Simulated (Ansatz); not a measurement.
Input for Ansatz (development build ahead of 0.2.0):

```yaml
crystal:
  periodic: [false, false, false]
  atoms:
    - { symbol: "N", position_ang: [0.0, 0.0, 0.0] }
    - { symbol: P, position_ang: [0.0, 0.0, 3.822] }
    - { symbol: O, position_ang: [0.0, 0.0, -2.814] }
basis:
  gaussian: { orbitals: pcseg-2 }
magnetization:
  initial_magnetization: 2
hamiltonian:
  xc: { name: wB97X }
```

The input is written out in the form of the current development build from the run's settings.

The run gave:

* Converged: yes
* Total energy: -470.67810 hartree
* Spin squared of the determinant: 2.000
* Stability test: minimum among restricted orbitals

Caution: stretched shape with no unrestricted run beside it, a lower state can exist; charge can spread falsely over distant fragments; other spin multiplicities may lie lower.
